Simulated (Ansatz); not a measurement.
Basis-set extrapolation for C5H10, SMILES `C=CC(C)C` (PBE0-D4/def2-TZVP geometry, frozen core, Ansatz). Multiplicity 1, RHF reference.

```tsv
	def2-TZVPP	def2-QZVPP
HF	-195.215719	-195.224883
MP2 correlation	-0.859393	-0.912773
CCSD(T) correlation	-0.950449	not run
```

Energies in hartree. Use E(X) = E(∞) + A·exp(−7.88·√X) for Hartree–Fock and E(X) = E(∞) + B·X^(−2.97) for correlation, with X = 3 and 4, and add CCSD(T) minus MP2 of the smaller set to the MP2 limit.

Question: What is the CCSD(T) energy at the basis-set limit?

Answer: HF limit: -195.224883 + (-0.009164) × 0.13774 = -195.22615. MP2 limit: -0.912773 + (-0.053380) × 0.74074 = -0.95231. Higher-order term: -0.950449 − (-0.859393) = -0.09106. Total: -196.26952 hartree, 2.81 eV below CCSD(T)/def2-TZVPP.
